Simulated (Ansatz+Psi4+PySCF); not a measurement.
doublet MgH2O(+): levels of theory in one basis

```yaml
atoms:
  - { symbol: Mg, position_ang: [0.0000, 0.0000, 0.0000] }
  - { symbol: O, position_ang: [1.8775, -0.8171, -0.0998] }
  - { symbol: H, position_ang: [2.6794, -0.3791, -0.4103] }
  - { symbol: H, position_ang: [2.1288, -1.7134, 0.1546] }
```

Basis set: cc-pVTZ on H, O; cc-pCVTZ on Mg (spherical functions). Frozen core: 2 orbitals. Correlation on ROHF uses semicanonical orbitals with singles. Charge 1, multiplicity 2.

Computed with Ansatz (development build ahead of 0.2.0) and Psi4 1.11; each method stands on the lowest determinant of its kind that the runs found.

```json
{"method": "ROHF", "E − E(ROHF) (eV)": "0.00", "<S²> of the determinant": "0.75"}
{"method": "UHF", "E − E(ROHF) (eV)": "0.00", "<S²> of the determinant": "0.75"}
{"method": "ROHF-MP2", "E − E(ROHF) (eV)": "-14.31", "<S²> of the determinant": "–"}
{"method": "UHF-MP2", "E − E(ROHF) (eV)": "-14.32", "<S²> of the determinant": "0.75"}
```
